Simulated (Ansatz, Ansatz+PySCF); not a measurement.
```xyz
14

C    -0.0091   -0.4246   -1.9121
C    -0.0049    0.4090   -0.6455
C    -0.0093   -0.4113    0.6384
C    -0.0088    0.4261    1.9114
H    -0.0047    0.2014   -2.8054
H     0.8868   -1.0795   -1.9669
H    -0.8947   -1.0804   -1.9608
H    -0.8793    1.0839   -0.6454
H     0.8884    1.0881   -0.6377
H     0.8847   -1.0748    0.6347
H    -0.8868   -1.0898    0.6321
H     0.0009   -0.2162    2.8165
H     0.8816    1.0683    1.9527
H    -0.8874    1.0837    1.9572
```

RHF-MP2 on singlet C₄H₁₀ was run in several spherical basis sets with Ansatz (development build ahead of 0.2.0). Frozen core: 4 orbitals.

Rank the basis sets by the total energy that they give, lowest first, with the distance from the lowest.
A. def2-SVP
B. cc-pVDZ
C. STO-3G
D. 6-31G(d)

B (0.00 eV), D (2.14 eV), A (3.31 eV), C (60.54 eV).

Totals follow the description of the cores as much as that of the bonds, so this order isn't one of quality for chemistry.
